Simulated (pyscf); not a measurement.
Thermochemistry of product channels of Cl–CH₂–Cl on the singlet surface, in kcal/mol, from ωB97M-D3(BJ)/def2-TZVP energies (ideal gas, 1 atm, RRHO with modes under 100 cm⁻¹ raised to 100, one conformer, R ln 2 for rigid chiral ones). Single points on ωB97X-D3(BJ)/def2-SVP structures (PySCF, gas phase).

| products | ΔE | ΔH(298 K) | ΔG(298 K) | ΔG(600 K) |
|---|---|---|---|---|
| chlorine (Cl–Cl) + methylene (CH₂) [singlet] | +130.8 | +125.2 | +115.0 | ? |
| Cl–C:–Cl [singlet] + hydrogen (H₂) | ? | +77.4 | +68.5 | +58.9 |

### Question
What belongs in the gaps?

### Answer

- chlorine (Cl–Cl) + methylene (CH₂) [singlet], ΔG(600 K): +104.3
- Cl–C:–Cl [singlet] + hydrogen (H₂), ΔE: +85.0

These are energies of the channels, which say nothing of barriers. CH₂ [singlet] is an excited spin state, 8.9 kcal/mol over the triplet at ωB97X-D3(BJ). A restricted singlet here is unstable towards spin polarisation, as is usual where a triplet lies low; its energy is less safe.
